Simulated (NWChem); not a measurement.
System: methylamine (CH₅N); SMILES NC

Input file for NWChem:

```
start job
memory heap 200 mb stack 900 mb global 1100 mb
geometry units angstroms noautoz
  C     -0.007721     0.690034     0.000000
  N     -0.096730    -0.753659     0.000000
  H     -0.528114     1.096772    -0.881724
  H     -0.528114     1.096772     0.881724
  H      1.016671     1.119737     0.000000
  H      0.376435    -1.141446    -0.813320
  H      0.376435    -1.141446     0.813320
end
basis spherical
  * library def2-tzvpd
end
dft
  xc m06-2x
  iterations 150
  mulliken
end
task dft energy
```

Geometry: optimised at PBE0/def2-SVP.

Problem. Give the results of this calculation. (M06-2X/def2-TZVPD.) Quantities: energy (Ha); highest occupied level (eV); orbital gap (eV); dipole (D).

Solution. 
```yaml
energy (Ha): -95.84
highest occupied level (eV): -8.37
orbital gap (eV): 8.91
dipole (D): 1.31
```
